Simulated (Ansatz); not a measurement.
A made-up structure of SiH$_{3}$SO (charge -1), singlet:

| atom | x (Å) | y (Å) | z (Å) |
| --- | --- | --- | --- |
| O1 | -0.3506 | -1.2997 | -0.0289 |
| Si2 | 0.2548 | 0.2699 | 0.1470 |
| S3 | 0.2236 | -2.5361 | 1.0034 |
| H4 | -1.1032 | -1.2327 | -0.6240 |
| H5 | 1.7167 | 0.1375 | -0.2066 |
| H6 | 0.2812 | 0.4841 | 1.6414 |

It is relaxed with PBE-D4/def2-SVPD and then PBE0-D4/def2-TZVPD (Ansatz 0.2.0). Atoms count as bonded within 1.22 times the sum of their covalent radii (H–H: 0.88 Å). The end point is not checked to be a true minimum.

Question: Does its bonding change? (Judge from chemistry; the calculation decides.)

Answer: The calculation gives: No: no bond forms or breaks.

Where it ends: The first stage lowers the energy by 0.93 eV in 7 steps. It ends as SiH₃SO ([SiH2][OH][S]), total charge -1:
```tsv
atom	x (Å)	y (Å)	z (Å)
O1	-0.4730	-1.2186	0.1959
Si2	0.2274	0.4852	0.0794
S3	0.1614	-2.8040	0.8033
H4	-0.9499	-1.4223	-0.6101
H5	1.6919	0.1001	-0.1213
H6	0.3648	0.6827	1.5849
```

Labels in which every atom is bracketed show which atoms are joined, not bond orders.

For scale, one of the runs: PBE0-D4/def2-TZVPD relaxation, 156 basis functions, launched by `ansatz run in.yaml --threads 2 --pin off --events-out ev --progress --plain --max-ram 4352MiB`. Hardware: 2 CPU threads of an Arm Neoverse V2, shared host. Wall time about 19 s.
